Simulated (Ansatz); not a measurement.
Basis-set extrapolation for BH4NSi, SMILES `B1N[SiH2]1` (PBE0-D4/def2-TZVP geometry, frozen core, Ansatz 0.2.0). Multiplicity 1, RHF reference.

```tsv
	def2-TZVPP	def2-QZVPP
HF	-370.427509	-370.440519
MP2 correlation	-0.427702	-0.457557
CCSD(T) correlation	-0.478242	not run
```

Energies in hartree. Use E(X) = E(∞) + A·exp(−7.88·√X) for Hartree–Fock and E(X) = E(∞) + B·X^(−2.97) for correlation, with X = 3 and 4, and add CCSD(T) minus MP2 of the smaller set to the MP2 limit.

Question: What is the CCSD(T) energy at the basis-set limit?

Answer: HF limit: -370.440519 + (-0.013010) × 0.13774 = -370.44231. MP2 limit: -0.457557 + (-0.029855) × 0.74074 = -0.47967. Higher-order term: -0.478242 − (-0.427702) = -0.05054. Total: -370.97252 hartree, 175.3 kJ/mol below CCSD(T)/def2-TZVPP.
